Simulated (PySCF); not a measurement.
System: H₃Si, doublet: umbrella (inversion) coordinate, bond length relaxed. Scanned: angle between the Si-H bonds and the threefold axis (90 = planar). Other coordinates (Si-H bond length) were minimised at PBE0/def2-TZVP.

- UKS-B3LYP/6-31G* = unrestricted B3LYP/6-31G*, spherical d (PySCF)
- UKS-M06-2X/6-31G* = unrestricted M06-2X/6-31G*, spherical d in PySCF 2.14.0
- CCSD(T) on UHF/cc-pVTZ, 5 core orbitals frozen (PySCF)

Energies relative to the lowest point of each profile, in mEh:

| a / ° | UKS-B3LYP/6-31G* | UKS-M06-2X/6-31G* |
|---|---|---|
| 90 | 8.5 | 9.6 |
| 93 | 7.9 | 8.9 |
| 96 | 6.4 | 7.2 |
| 105 | 0.6 | 0.8 |
| 108 | 0.0 | 0.0 |
| 111 | 0.7 | 0.6 |
| 114 | 2.9 | 2.7 |
| 117 | 7.0 | 6.7 |
| 120 | 13.0 | 12.5 |
| 123 | 21.0 | 20.4 |
| 126 | 31.2 | 30.4 |
| 129 | 43.8 | 42.8 |

Question: Estimate the CCSD(T) values at these points.

Answer: 90: 8.7; 93: 8.1; 96: 6.4; 105: 0.5; 108: 0.0; 111: 0.9; 114: 3.4; 117: 7.6; 120: 13.8; 123: 22.1; 126: 32.4; 129: 44.9 (mEh).
